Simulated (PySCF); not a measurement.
# ORD: SMILES C[C@H]1C[C@@H]1N, C4H9N

Molfile (atoms numbered from 1):
```
C4H9N
     RDKit          3D

 14 14  0  0  0  0  0  0  0  0999 V2000
    1.5906   -0.8135    0.3364 C   0  0  0  0  0  0  0  0  0  0  0  0
    0.2011   -0.2534    0.5016 C   0  0  1  0  0  0  0  0  0  0  0  0
   -0.0429    1.2226    0.3283 C   0  0  0  0  0  0  0  0  0  0  0  0
   -0.5654    0.2607   -0.6923 C   0  0  2  0  0  0  0  0  0  0  0  0
   -1.9787    0.0832   -0.8524 N   0  0  0  0  0  0  0  0  0  0  0  0
    1.5499   -1.8665    0.0604 H   0  0  0  0  0  0  0  0  0  0  0  0
    2.1531   -0.7269    1.2651 H   0  0  0  0  0  0  0  0  0  0  0  0
    2.1271   -0.2741   -0.4406 H   0  0  0  0  0  0  0  0  0  0  0  0
   -0.3800   -0.7464    1.2744 H   0  0  0  0  0  0  0  0  0  0  0  0
   -0.7548    1.7046    0.9812 H   0  0  0  0  0  0  0  0  0  0  0  0
    0.7921    1.8506    0.0587 H   0  0  0  0  0  0  0  0  0  0  0  0
   -0.0590    0.2281   -1.6505 H   0  0  0  0  0  0  0  0  0  0  0  0
   -2.1824   -0.8354   -1.2338 H   0  0  0  0  0  0  0  0  0  0  0  0
   -2.4513    0.1658    0.0414 H   0  0  0  0  0  0  0  0  0  0  0  0
  1  2  1  0
  2  3  1  0
  3  4  1  0
  4  5  1  0
  4  2  1  0
  1  6  1  0
  1  7  1  0
  1  8  1  0
  2  9  1  1
  3 10  1  0
  3 11  1  0
  4 12  1  6
  5 13  1  0
  5 14  1  0
M  END
```

Theory: PySCF, TDDFT PBE0/def2-SVPD circular dichroism and optical rotation, one conformer, gas phase. Geometry: GFN2-xTB.

The molecule is flexible and this is one conformer; a measurement averages over conformers. States above about 6.3 eV (minus the energy of the highest occupied orbital) lie near or above the ionisation threshold and depend on the basis.

Stereocentres: C2 S, C4 S.

(1) What is the specific rotation at 633, 589.3, 546, 436, 405, 365, 355 nm?

## Answers

(1) [α] in deg dm⁻¹ (g/mL)⁻¹:
| λ (nm) | origin-invariant length gauge | modified velocity gauge | length gauge (centre of mass) | isotropic polarisability (au) |
| --- | --- | --- | --- | --- |
| 633 | -1.3 | +8.6 | -0.8 | 57.5 |
| 589.3 | -2.8 | +8.8 | -2.2 | 57.7 |
| 546 | -5.3 | +8.5 | -4.6 | 57.9 |
| 436 | -25.1 | -1.7 | -23.9 | 58.9 |
| 405 | -40.5 | -12.4 | -39.0 | 59.4 |
| 365 | -80.3 | -43.5 | -78.4 | 60.1 |
| 355 | -96.9 | -57.3 | -94.9 | 60.4 |

Where the gauges differ in sign the basis doesn't settle the rotation.

The first excitation lies at 5.93 eV (209 nm) with R = -20.4 × 10⁻⁴⁰ esu² cm² (velocity form).
